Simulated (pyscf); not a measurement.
HO–PH₂ + H₂O -> HO–PH₂ + H₂O (four-centre exchange; singlet surface; H–O, H–O broken, H–O, H–O formed). Structures and frequencies: ωB97X-D3(BJ)/def2-SVP in PySCF. Correlated levels are frozen-core, on RHF or UHF. ΔMP2 is the change of the MP2 total energy from the triple- to the quadruple-zeta basis. Energies in kJ/mol from the separated reactants.

| level | barrier | reaction energy |
|---|---|---|
| ωB97X-D3(BJ)/def2-TZVP | ___ | 0.0 |
| PBE/def2-TZVP | 125.8 | 0.0 |
| r²SCAN/def2-TZVP | 138.1 | 0.0 |
| B3LYP-D3(BJ)/def2-TZVP | 151.6 | 0.0 |
| PBE0-D3(BJ)/def2-TZVP | 144.7 | 0.0 |
| ωB97M-D3(BJ)/def2-TZVP | 158.6 | 0.0 |
| CCSD(T)/def2-TZVPP + ΔMP2(QZVPP) | ___ | 0.0 |

Problem. What belongs in the gaps?

Solution. 
- ωB97X-D3(BJ)/def2-TZVP, barrier: 162.0
- CCSD(T)/def2-TZVPP + ΔMP2(QZVPP), barrier: 171.0

Of the functionals in the table, ωB97X-D3(BJ) is closest to CCSD(T)/def2-TZVPP + ΔMP2(QZVPP) in the barrier (9.0 kJ/mol apart) and PBE least close (45.2 kJ/mol); that level has limits of its own. On the reactant side the descent ends in a complex (not fully relaxed), 31.5 kJ/mol under the separated species and 193.4 kJ/mol under the saddle at ωB97X-D3(BJ)/def2-TZVP. On the product side the descent ends in a complex, 30.8 kJ/mol under the separated species and 192.8 kJ/mol under the saddle at ωB97X-D3(BJ)/def2-TZVP. One saddle was located; it need not be the lowest between these sides. The CCSD(T) − MP2 part came from Ansatz, without density fitting, on the same reference.
